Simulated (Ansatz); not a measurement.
# Cd2Te2 ((CdTe)2 ring): the cost of one run

Computed with Ansatz 0.2.0, Gaussian basis. Level: the settings change from run to run.

## Step 1: The molecule

The geometry comes from an earlier relaxation with r2SCAN-D4/def2-SVP; it is a stationary point. Cd, Te take a core potential in def2 sets; no spin-orbit term is included.

4 atoms, charge 0, spin multiplicity 1.

Atoms are counted from 1 here; the program's logs count them from 0.

Bond lengths: Cd1–Te2 2.740 Å, Cd1–Te4 2.740 Å, Te2–Cd3 2.740 Å, Cd3–Te4 2.740 Å. Angles: Te2–Cd1–Te4 117.4°, Cd1–Te2–Cd3 62.6°, Te2–Cd3–Te4 117.4°, Cd1–Te4–Cd3 62.6°.

## Step 2: wPBEh/def2-TZVPD

in.yaml reads:

```yaml
crystal:
  periodic: [false, false, false]
  atoms:
    - {symbol: Cd, position_ang: [-1.310148, 0.051496, -0.555777]}
    - {symbol: Te, position_ang: [-0.915322, -0.351312, 2.125139]}
    - {symbol: Cd, position_ang: [1.310176, -0.051362, 0.555806]}
    - {symbol: Te, position_ang: [0.915294, 0.351188, -2.125178]}
basis:
  gaussian: {orbitals: def2-TZVPD}
hamiltonian: {xc: {name: wPBEh}}
scf: {omitted_lower_state_checks: [starts]}
```

On the command line:

```
> ansatz run in.yaml --threads 4 --pin off --events-out ev --progress --plain --max-ram 3916MiB
```

**Question.** How long does this run take on 4 threads of Arm Neoverse V2, shared host, and how much memory does it need?

About 4.6 s, with a peak of 0.62 GiB.
